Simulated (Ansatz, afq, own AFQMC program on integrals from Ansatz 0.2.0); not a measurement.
# Where AFQMC and coupled cluster stand for Al2H2, triplet

```xyz
4

Al    0.0000    0.0000    1.1500
Al    0.0000    0.0000   -1.1500
H     0.0000    0.0000    2.7245
H     0.0000    0.0000   -2.7245
```

Connectivity, by distances: AlH–AlH.

Basis cc-pVDZ. Noble-gas cores (and the filled d shells of Ga–Kr and In–Xe) are frozen. Ansatz 0.2.0 and our own AFQMC program on the same integrals; the CISD trial comes from CCSD amplitudes, and released means the phaseless constraint is let go. ± is one standard error of the sampling.

Determinant: UHF, the one that the program's search chose, which needn't be the lowest solution. The geometry is a PBE0/def2-TZVP stationary point of this or a neighbouring charge and spin state.

No full CI on the walks' own integrals is used here; CCSDT(Q) serves as the reference and is uncertain by about the last step of the cluster series.

Cautions: the released energies are still falling, so no released level is given (meV from the phaseless value at times in 1/Eh: -2.5 ± 1.6 at 0.24, -6.2 ± 1.4 at 0.51, -9.0 ± 1.3 at 0.99, -13.0 ± 1.2 at 1.62, -16.4 ± 2.1 at 2.40), though the last usable value meets CCSDT(Q) within the noise.

```
T1 diagnostic                               : 0.0188
weight of the determinant in the CISD state : 0.887
⟨S²⟩ of the determinant                     : 2.020
size of the correlated space                : 8 electrons in 36 orbitals
```

```json
{"level": "MP2", "correlation energy (eV)": "-2.7699"}
{"level": "CCSD", "correlation energy (eV)": "-3.6135"}
{"level": "CCSD(T)", "correlation energy (eV)": "-3.7357"}
```

(1) Estimate where phaseless AFQMC with a CISD trial lies against CCSD(T) on the same integrals.

(1) 2.6 ± 0.2 kJ/mol below CCSD(T).

Reference: CCSDT(Q), correlation energy -3.781 eV.

```tsv
level	E − E(reference) (kJ/mol)	share of correlation (%)
CCSD(T)	4.4	98.79
CCSDT	0.7	99.82
ph-AFQMC/CISD	1.8 ± 0.2	99.51
```

A walk keeps the symmetry of its determinant, which the program's search chose and which needn't be the lowest solution, so a lower state of the same spin and another symmetry isn't excluded.
